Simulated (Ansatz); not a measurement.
A run of Ansatz (development build ahead of 0.2.0) on doublet BO₂ at this shape:

```xyz
3

O     0.0083   -0.0122    0.0093
B     0.8665    0.9476    0.3460
O     1.6302    1.8073    0.6476
```

Its results:

```yaml
Converged: yes
Total_energy: -174.29641 hartree
Spin_squared_of_the_determinant: 0.783
Stability_test: minimum
```

Forces (eV/Å):
```json
{"atom": "O1", "Fx": "0.041", "Fy": "0.037", "Fz": "0.013"}
{"atom": "B2", "Fx": "-0.142", "Fy": "-0.141", "Fz": "-0.049"}
{"atom": "O3", "Fx": "0.101", "Fy": "0.104", "Fz": "0.036"}
```

**Question.** Which input gives this output? Name the method, the orbitals and the basis set, and write the input.

**Answer.** UHF in def2-SVP.

```yaml
crystal:
  periodic: [false, false, false]
  atoms:
    - { symbol: O, position_ang: [0.00833, -0.0122, 0.00928] }
    - { symbol: B, position_ang: [0.86649, 0.94763, 0.34598] }
    - { symbol: O, position_ang: [1.63016, 1.80729, 0.64756] }
basis:
  gaussian: { orbitals: def2-SVP }
magnetization:
  spin_polarized: true
  initial_magnetization: 1
hamiltonian:
  xc: hf
output:
  forces: true
```
